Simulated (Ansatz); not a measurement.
Born–Oppenheimer molecular dynamics of C$_{3}$H$_{4}$ (7 atoms, charge 0, multiplicity 1). It goes on from the last frame of an earlier run, with new velocities.

Theory: RKS PBE/def2-SVP (Ansatz 0.2.0).

- ensemble: NVE (velocity Verlet)
- time step: 0.5 fs
- steps asked: 100
- starting velocities drawn for: 300 K
- seed: 331800

Frames 2.5 fs apart, positions in Å, forces in eV/Å.

Velocities at 15.0 fs (Å/ps):

```
C -1.02 5.08 -1.69
C -1.18 -5.44 -0.51
C 4.54 0.39 2.25
H -7.02 -14.92 -6.33
H -4.66 18.43 -0.40
H -15.29 -1.02 5.08
H -0.92 -2.85 1.05
```

```xyz
7
Properties=species:S:1:pos:R:3:forces:R:3 time_fs=15.0 energy_less_start_eV=0.092 T=160
C -0.746 -0.264 -0.408 -0.77 -0.58 0.74
C 0.223 0.558 -0.639 0.89 0.46 -1.12
C 0.354 -0.224 0.653 0.83 -0.36 -0.49
H -1.761 -0.595 -0.648 0.06 -0.23 -0.02
H 0.603 1.285 -1.381 0.14 -0.11 0.46
H 0.177 0.426 1.526 0.11 -0.40 0.60
H 1.153 -1.076 0.779 -1.26 1.21 -0.18
7
Properties=species:S:1:pos:R:3:forces:R:3 time_fs=17.5 energy_less_start_eV=0.044 T=233
C -0.751 -0.254 -0.410 -1.51 -1.46 0.80
C 0.223 0.547 -0.643 1.43 1.39 -1.25
C 0.367 -0.223 0.658 -0.53 0.68 -0.43
H -1.769 -0.635 -0.662 0.67 0.13 0.15
H 0.593 1.322 -1.364 0.03 -0.50 0.67
H 0.144 0.409 1.552 0.31 -0.58 0.13
H 1.117 -1.050 0.777 -0.39 0.34 -0.06
7
Properties=species:S:1:pos:R:3:forces:R:3 time_fs=20.0 energy_less_start_eV=0.042 T=237
C -0.763 -0.250 -0.408 -0.02 -0.94 0.83
C 0.229 0.542 -0.654 0.45 0.42 -0.02
C 0.376 -0.219 0.660 -2.43 2.23 -0.74
H -1.742 -0.670 -0.669 0.08 0.02 0.03
H 0.587 1.334 -1.312 0.35 0.12 -0.07
H 0.129 0.360 1.588 0.33 -0.37 -0.14
H 1.063 -1.011 0.772 1.24 -1.49 0.10
7
Properties=species:S:1:pos:R:3:forces:R:3 time_fs=22.5 energy_less_start_eV=0.002 T=297
C -0.775 -0.251 -0.403 1.69 0.00 0.72
C 0.238 0.539 -0.664 -0.65 -0.45 0.97
C 0.375 -0.205 0.659 -1.39 0.34 -0.93
H -1.712 -0.704 -0.675 -0.63 -0.22 -0.14
H 0.602 1.352 -1.262 0.51 0.52 -0.56
H 0.132 0.290 1.617 0.14 0.18 0.06
H 1.068 -1.043 0.771 0.34 -0.38 -0.12
7
Properties=species:S:1:pos:R:3:forces:R:3 time_fs=25.0 energy_less_start_eV=0.059 T=211
C -0.780 -0.252 -0.393 1.37 -0.02 0.21
C 0.244 0.534 -0.670 -0.61 0.48 0.64
C 0.367 -0.189 0.653 0.09 -1.85 -0.55
H -1.713 -0.748 -0.686 -0.02 0.15 0.06
H 0.643 1.394 -1.240 0.00 -0.43 -0.05
H 0.144 0.229 1.649 0.02 0.50 0.01
H 1.093 -1.097 0.763 -0.85 1.17 -0.31
7
Properties=species:S:1:pos:R:3:forces:R:3 time_fs=27.5 energy_less_start_eV=0.102 T=144
C -0.778 -0.254 -0.383 0.59 -0.25 -0.36
C 0.247 0.532 -0.673 -0.43 1.16 0.35
C 0.359 -0.182 0.644 0.25 -1.99 0.31
H -1.715 -0.783 -0.695 0.59 0.54 0.28
H 0.685 1.413 -1.224 -0.35 -0.96 0.17
H 0.157 0.197 1.679 0.01 0.51 -0.49
H 1.075 -1.089 0.738 -0.66 0.99 -0.25
7
Properties=species:S:1:pos:R:3:forces:R:3 time_fs=30.0 energy_less_start_eV=0.067 T=197
C -0.772 -0.256 -0.374 0.76 0.14 -0.62
C 0.248 0.535 -0.674 -0.85 0.47 0.73
C 0.352 -0.184 0.637 -0.67 -0.38 0.68
H -1.687 -0.790 -0.688 0.14 0.30 0.14
H 0.709 1.380 -1.200 -0.08 -0.24 -0.32
H 0.171 0.195 1.681 -0.04 0.49 -0.61
H 1.022 -1.030 0.698 0.75 -0.79 0.00
7
Properties=species:S:1:pos:R:3:forces:R:3 time_fs=32.5 energy_less_start_eV=0.078 T=181
C -0.763 -0.258 -0.369 0.95 0.59 -0.64
C 0.244 0.541 -0.671 -1.10 -0.23 1.02
C 0.342 -0.189 0.633 -0.55 0.15 0.48
H -1.653 -0.779 -0.674 -0.72 -0.20 -0.15
H 0.729 1.334 -1.197 0.32 0.56 -0.83
H 0.182 0.223 1.651 -0.10 0.47 -0.11
H 1.011 -1.014 0.659 1.20 -1.34 0.23
7
Properties=species:S:1:pos:R:3:forces:R:3 time_fs=35.0 energy_less_start_eV=0.009 T=287
C -0.749 -0.257 -0.366 -0.61 -0.07 -0.86
C 0.235 0.546 -0.664 0.10 0.81 0.06
C 0.330 -0.193 0.632 1.45 -1.40 0.37
H -1.655 -0.777 -0.666 -0.37 -0.03 -0.06
H 0.764 1.313 -1.237 -0.16 -0.10 -0.26
H 0.188 0.277 1.613 -0.06 0.26 0.32
H 1.060 -1.063 0.633 -0.36 0.53 0.44
7
Properties=species:S:1:pos:R:3:forces:R:3 time_fs=37.5 energy_less_start_eV=0.066 T=199
C -0.739 -0.257 -0.368 -2.14 -0.83 -1.00
C 0.227 0.555 -0.656 1.16 1.41 -0.84
C 0.324 -0.204 0.632 2.13 -1.20 0.79
H -1.678 -0.775 -0.662 0.38 0.33 0.13
H 0.789 1.288 -1.293 -0.63 -0.60 0.36
H 0.191 0.346 1.591 0.07 -0.30 0.06
H 1.093 -1.088 0.632 -0.97 1.18 0.51
7
Properties=species:S:1:pos:R:3:forces:R:3 time_fs=40.0 energy_less_start_eV=-0.002 T=304
C -0.738 -0.260 -0.375 -1.41 -0.32 -0.67
C 0.224 0.570 -0.652 0.57 0.09 -0.45
C 0.328 -0.220 0.637 0.98 0.68 0.80
H -1.683 -0.756 -0.652 0.15 0.15 0.01
H 0.780 1.232 -1.331 -0.26 -0.01 0.09
H 0.198 0.397 1.572 0.11 -0.74 -0.17
H 1.075 -1.050 0.662 -0.15 0.16 0.39
7
Properties=species:S:1:pos:R:3:forces:R:3 time_fs=42.5 energy_less_start_eV=0.065 T=201
C -0.744 -0.265 -0.385 0.42 0.68 -0.05
C 0.224 0.585 -0.651 -0.52 -1.62 0.44
C 0.337 -0.233 0.644 -0.85 2.52 -0.11
H -1.682 -0.730 -0.642 -0.57 -0.28 -0.24
H 0.758 1.176 -1.367 0.32 0.70 -0.50
H 0.210 0.407 1.546 -0.02 -0.54 0.23
H 1.052 -1.008 0.715 1.23 -1.46 0.22
```

Of the whole run (50 fs, mean temperature of the second half 203 K): The conserved energy stayed within 0.21 meV per atom of its start (net change 0.11 meV per atom), so the integration is sound. A run of 0.05 ps of so small a system gives no equilibrium averages.

The run took 2.7 min on 1 thread of AMD EPYC (Zen 3), on a shared host, peak memory 0.091 GiB.
